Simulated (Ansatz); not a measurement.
`O=C=C(O)O` + HCl → `O=C=C(O)Cl` + H₂O at 500 K and 1 bar (substitution at a C–O bond).

Isolated molecules relaxed with PBE0-D4/def2-TZVP in Ansatz; ΔE leaves out vibrations. CBS: MP2 limit from def2 TZ/QZ plus the TZ coupled-cluster correction, frozen cores. This one scheme is used for every species. One conformer a species, not always the lowest.

```json
{"species": "`O=C=C(O)O`", "CCSD(T)/CBS energy (Eh)": "-302.74556", "H − E (kJ/mol)": "147.2", "S (J/(mol·K))": "342.1"}
{"species": "HCl", "CCSD(T)/CBS energy (Eh)": "-460.38127", "H − E (kJ/mol)": "32.5", "S (J/(mol·K))": "201.9"}
{"species": "`O=C=C(O)Cl`", "CCSD(T)/CBS energy (Eh)": "-686.75115", "H − E (kJ/mol)": "110.1", "S (J/(mol·K))": "352.3"}
{"species": "H₂O", "CCSD(T)/CBS energy (Eh)": "-76.37941", "H − E (kJ/mol)": "73.2", "S (J/(mol·K))": "206.3"}
```

H − E and S are ideal-gas, rigid-rotor, harmonic terms from PBE0-D4/def2-TZVP, for one conformer and one mirror image of each species. 1 Eh = 2625.50 kJ/mol, R = 8.31446 J/(mol·K).

Question: By hand: ΔE, ΔH, ΔS and ΔG.

Answer: ΔE = (-686.75115) + (-76.37941) − (-302.74556) − (-460.38127) = -0.00373 Eh = -9.8 kJ/mol. Δ(H − E) = 110.1 + 73.2 − 147.2 − 32.5 = 3.6, so ΔH = -6.2 kJ/mol. ΔS = 352.3 + 206.3 − 342.1 − 201.9 = 14.6 J/(mol·K). ΔG = -6.2 − 500 × (14.6)/1000 = -13.5 kJ/mol.

Question: By hand: the equilibrium constant, and the temperature at which ΔG would vanish if ΔH and ΔS stayed fixed.

Answer: log₁₀ K = −ΔG/(RT ln 10) = 1.4. ΔH and −TΔS have one sign here, so there is no such temperature.

TΔS isn't small against ΔH here. A doubt of 5 kJ/mol in ΔE shifts log₁₀ K by 0.5 here. Other conformers and mirror images would add mixing entropy, several J/(mol·K) or more a flexible species. These are equilibria of isolated gas molecules and say nothing of rates. Largest T1 diagnostic: 0.016 (customary marks: 0.02 for closed shells, 0.045 for open ones).
